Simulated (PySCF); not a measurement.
**Isomerisation enthalpies of C3H6**

**Experimental background.**

CRC Handbook of Chemistry and Physics lists, for the gas at 298.15 K: enthalpy of formation of `C=CC` (propene) 20 kJ/mol; enthalpy of formation of `C1CC1` (cyclopropane) 53.3 kJ/mol.

The results are set against them at the end.

Differences of these values give the isomerisation enthalpies. Geometries: GFN2-xTB; runs in PySCF, gas phase, with a dispersion term only where the level names one. Total electronic energies (Eh):

```tsv
SMILES	PBE0/pcSseg-1
C=CC	-117.73833
C1CC1	-117.73214
```

Geometry of `C=CC` (Å):
```
atom  x, y, z in Å
C1     1.342    0.081   -0.263
C2     0.283   -0.107    0.501
C3    -1.130   -0.002    0.034
H4     1.250    0.331   -1.308
H5     2.346   -0.005    0.118
H6     0.404   -0.357    1.547
H7    -1.657    0.763    0.602
H8    -1.176    0.250   -1.023
H9    -1.649   -0.947    0.194
```

Geometry of `C1CC1` (Å):
```
atom  x, y, z in Å
C1    -0.752   -0.422    0.016
C2     0.740   -0.426    0.136
C3     0.017    0.850   -0.159
H4    -1.338   -0.546    0.914
H5    -1.196   -0.876   -0.856
H6     1.175   -0.554    1.115
H7     1.315   -0.882   -0.656
H8    -0.044    1.596    0.618
H9     0.097    1.266   -1.152
```

Zero-point and thermal terms are left out, so the computed numbers are electronic energies.

**Comparison with experiment**

Relative to `C=CC`, the lowest by measurement, in kJ/mol (measured: enthalpies at 298.15 K; computed: electronic energies):

```csv
SMILES,measured,PBE0/pcSseg-1
C=CC,0.0,0.0
C1CC1,33.3,16.3
```

Measured values: 20 kJ/mol (298.15 K; CRC Handbook of Chemistry and Physics) for the first row; the others come from the same table. Unsigned miss: PBE0/pcSseg-1 17.0 kJ/mol. Where a level misses, the cause wasn't examined.
